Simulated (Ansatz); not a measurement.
Input file:

```yaml
crystal:
  periodic: [false, false, false]
  atoms:
    - {symbol: Si, position_ang: [0.000000, 0.000000, 0.000000]}
    - {symbol: H, position_ang: [-0.010015, 0.942958, 0.936414]}
    - {symbol: H, position_ang: [-0.014336, -0.936462, 0.942854]}
    - {symbol: H, position_ang: [0.014336, 0.936462, -0.942854]}
    - {symbol: H, position_ang: [0.010015, -0.942958, -0.936414]}
basis:
  gaussian: {orbitals: STO-3G}
magnetization: {spin_polarized: false, initial_magnetization: 2}
hamiltonian: {pseudopotentials: {relativity: scalar}}
correlation: {method: mp2, electrons: valence}
scf: {lower_state_search: off}
output: {forces: true}
```

```sh
$ ansatz run in.yaml --threads 1 --pin off --events-out ev --progress --plain --max-ram 2393MiB
```

Log:

```
these checks for a lower state are left out or cut short: starts, cluster_reference, orbital_swaps, neighbouring_geometries, increment
145 factors; integrals over basis functions are off by at most 1.6e-5 eV
mean field evaluation 1: about -7838.6024 eV, gradient 4.5e0 eV
mean field evaluation 2: about -7838.6220 eV, gradient 4.4e0 eV
mean field evaluation 4: about -7838.7012 eV, gradient 2.3e-2 eV
mean field evaluation 8: about -7838.7012 eV, gradient 5.0e-7 eV
mean field -7838.70116076 eV, -288.0669543956 hartree, gradient 5.0e-7 eV, S^2 2.000000; 0 other end points of the search recorded, 0 dependent functions left out
5 core orbitals not correlated: weight in the atoms' cores, before any rotation towards them, 0.999 or more for the frozen orbitals, at most 0.000 for the correlated occupied ones
reference -7838.70116076 eV, -288.0669543956 hartree; 5, 3 occupied and 3, 5 virtual orbitals, 145 factors
second order -1.00514196 eV of doubles, -0.07870999 eV of singles
the calculation of the forces begins
Total energy: -7839.78501272 eV, -288.1067852202 hartree
Relativity: scalar
Atom 0 at     0.000000     0.000000     0.000000 Å, force    -0.000000    -0.000000     0.000000 eV/Å
Atom 1 at    -0.010015     0.942958     0.936414 Å, force    -0.034895     3.285512     3.262709 eV/Å
Atom 2 at    -0.014336    -0.936462     0.942854 Å, force    -0.049950    -3.262888     3.285158 eV/Å
Atom 3 at     0.014336     0.936462    -0.942854 Å, force     0.049950     3.262888    -3.285158 eV/Å
Atom 4 at     0.010015    -0.942958    -0.936414 Å, force     0.034895    -3.285512    -3.262709 eV/Å
Dipole moment:    -0.000000     0.000000     0.000000 e Å
Checks for a lower state left out: starts, cluster_reference, orbital_swaps, neighbouring_geometries, increment
```

Forces (eV/Å):
```
Si   0.000  0.000  0.000
H   -0.035  3.286  3.263
H   -0.050 -3.263  3.285
H    0.050  3.263 -3.285
H    0.035 -3.286 -3.263
```

Ran on 1 thread of Arm Neoverse V1, shared host: 0.09 s wall, 0.15 GiB peak host memory.
